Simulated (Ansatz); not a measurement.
AlH5O (Al(H2O)H3): methods side by side

AlH5O: 7 atoms, total charge 0, spin state singlet. As SMILES, `[H][Al]([H])([H])<-[OH2]`. Geometry: a GFN2-xTB relaxation, a rough one for these elements and not checked as a minimum.

```xyz
7

Al    0.0382   -0.0633   -0.8780
O    -0.0249    0.0381    1.0091
H    -0.7347   -0.3195    1.5558
H     0.5880    0.5682    1.5313
H     1.6072   -0.0401   -0.9784
H    -0.7357    1.2458   -1.2695
H    -0.7379   -1.4292   -0.9703
```

Quantity: the energy change with the Al1–H5 bond stretched from 1.572 to 3.145 Å, in eV. The values are calculated.

| level | kind | program | value (eV) | less FCI/STO-3G | CPU time (all runs) |
| --- | --- | --- | --- | --- | --- |
| HF/STO-3G (restricted) | Hartree–Fock | Ansatz | 7.91 | +2.47 | 0.16 s |
| r2SCAN/STO-3G (restricted) | meta-GGA | Ansatz | 6.04 | +0.60 | 4.9 s |
| BHLYP/STO-3G (restricted) | global hybrid | Ansatz | 6.90 | +1.46 | 2.1 s |
| PBE0/STO-3G (restricted) | global hybrid | Ansatz | 6.35 | +0.91 | 2.1 s |
| wB97M-V/STO-3G (restricted) | range-separated hybrid | Ansatz | 6.70 | +1.26 | 34 s |
| B2PLYP/STO-3G (restricted) | double hybrid | Ansatz | 6.25 | +0.81 | 3.1 s |
| BCCD(T)/STO-3G (restricted) | coupled cluster or CI | Ansatz | 5.44 | 0.00 | 0.29 s |
| CCSDT/STO-3G (restricted) | coupled cluster or CI | Ansatz | 5.44 | 0.00 | 0.47 s |
| FCI/STO-3G | exact in the basis | Ansatz | 5.44 | 0.00 | 21 s |

FCI/STO-3G is exact within its basis and frozen core, so for wave-function methods in that basis the difference is their error; functionals converge differently with the basis, so for them it is only a difference. A spin-restricted reference rises too steeply as a bond breaks; here HF/STO-3G, r2SCAN/STO-3G, BHLYP/STO-3G, PBE0/STO-3G, wB97M-V/STO-3G, B2PLYP/STO-3G lie well above the multireference or unrestricted value. The first shape isn't each level's own minimum. The values span 5.44 to 7.91 eV. All rows use very small basis sets, so none should be taken for the real molecule's value. In so small a basis fixed costs decide the times, and correlated methods can beat functionals. CPU times are rough (shared hosts, several kinds of processor and program).
